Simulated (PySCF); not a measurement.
Gas-phase reaction: 2 HBNH + B2H6 = 2 NH + 4 BH2, at 1400 K and a standard pressure of 1 bar. Level: PBE/def2-TZVP†.

Energies from PySCF, thermal terms from the rigid-rotor harmonic-oscillator model, ideal gas at 1 bar. S°(298 K) at PBE0/def2-TZVP differs from the NASA 1993 table for BH2 (+14 J/mol/K); whether the harmonic model or the table's entry is off was not settled. † marks an energy on the PBE0/def2-TZVP geometry and frequencies. Open shells (unrestricted): NH (multiplicity 3), BH2 (multiplicity 2); the rest are closed-shell singlets. HBNH: computed as isolated molecules; such fragments, hydroxides, amides, oligomers or adducts are transient or little studied in the gas. The harmonic model lacks anharmonicity and excited electronic states, which grow with temperature; levels with a mode under 35 cm⁻¹ are left out.

```
species     E (Ha)  H(1400 K) − E (kJ/mol)  S°(1400 K) (J/mol/K)
-------  ---------  ----------------------  --------------------
HBNH     -80.72225                   147.2                 303.5
B2H6     -53.18653                   305.7                 393.7
NH       -55.17133                    61.8                 227.4
BH2      -25.88278                    95.5                 257.8
```
E: electronic energy; H − E holds the zero-point and thermal terms. 1 Ha = 2625.5 kJ/mol.

Q: Work out ΔH°, ΔS°, ΔG° and log10 K from these numbers.

A: 1. ΔE = 2×(-55.17133) + 4×(-25.88278) − 2×(-80.72225) − 1×(-53.18653) = 0.75725 Ha = 1988.2 kJ.
2. Δ(H − E) = 2×(61.8) + 4×(95.5) − 2×(147.2) − 1×(305.7) = -94.5 kJ, so ΔH° = 1893.7 kJ.
3. ΔS° = 2×(227.4) + 4×(257.8) − 2×(303.5) − 1×(393.7) = 485.3 J/K; the number of gas molecules changes by +3.
4. ΔG° = ΔH° − TΔS° = 1893.7 − 1400×(485.3)/1000 = 1214.3 kJ.
5. log10 K = −ΔG°/(RT ln 10) = -45.31, with RT ln 10 = 26.80 kJ/mol; at standard pressures the reactants are favoured.
6. A shift of 10 kJ in ΔE would move log10 K by 0.37 here.
For scale, ΔH°(298 K) is 1906 kJ at this level, 1894 kJ at ωB97M-V/def2-TZVP†, and runs from 1166 to 2362 kJ over the 20 levels computed.
